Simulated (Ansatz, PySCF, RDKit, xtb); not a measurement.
**CH2BF: from the formula to a structure**

Given the formula CH2BF and nothing else, which arrangement of the atoms is the most stable in the gas at 298.15 K, and what are its properties?

The funnel: GFN2-xTB relaxations, single points with a density functional, relaxations at PBE0-D3(BJ)/def2-SVP, harmonic vibrations, and a last energy at a higher level. All values are calculated.

3 further runs of the same task are left out: 3 set aside as unsound or not needed.

### Step 1. Possible bonding patterns

All bonding patterns within simple valence rules are listed by program: one Lewis structure each, at most two rings and one unusual centre or charged pair. O–O, O–halogen and N–halogen bonds and N–N–N chains are not drawn. That gives 6 candidates.

| label | SMILES | spin |
| --- | --- | --- |
| c138 | C=BF | singlet |
| c301 | [CH+]=[BH-]F | singlet |
| c508 | [BH2-]=[C+]F | singlet |
| c526 | [B]CF | triplet |
| c748 | [B]CF | singlet |
| c752 | B=CF | singlet |

Candidates are built by distance geometry, with a force field where one applies, in up to four conformers (letters a to d). 10 starts with atoms placed at random are added, to find patterns that the rules miss.

**Question.** With final energies at CCSD(T)/def2-TZVPP, which structure will this search put lowest in free energy, and by what margin?

| quantity | value |
| --- | --- |
| lowest structure found | C=BF, singlet, C2v |
| next finalist | C=BF, triplet, 39.5 kcal/mol higher in G |
| share at equilibrium, among the finalists | 100.0 % |
| harmonic wavenumbers, lowest and highest (PBE0-D3(BJ)/def2-SVP) | 304 and 3284 cm⁻¹ |
| rotational constants, same geometry | 9.646, 0.2731, 0.2655 cm⁻¹ |
| dipole moment (PBE0/def2-TZVPD) | 0.45 D |
| HOMO energy (PBE0/def2-TZVPD) | -6.55 eV |
| LUMO energy (PBE0/def2-TZVPD) | -0.58 eV |
| HOMO–LUMO gap (PBE0/def2-TZVPD) | 5.97 eV |
| lowest excitation (TD-CAM-B3LYP/def2-SVPD) | 3.82 eV (f = 0.000) |
| lowest triplet excitation, same level, Tamm-Dancoff | 3.45 eV |
| vertical ionisation energy | 9.06 eV |
| vertical electron affinity | -0.62 eV (unbound: the value depends on the basis) |
| vertical triplet less singlet | +3.33 eV |

`C=BF` comes out lowest. Among the finalists first place is clear (39.5 kcal/mol); structures outside the list aren't covered. r2SCAN-D4/def2-SVP, PBE0-D3(BJ)/def2-SVP, HF/def2-TZVPP and MP2/def2-TZVPP already put its bonding pattern lowest among the structures in one piece. The search is not exhaustive (a finite list of starts, one conformer a finalist), so a lower isomer can't be ruled out.
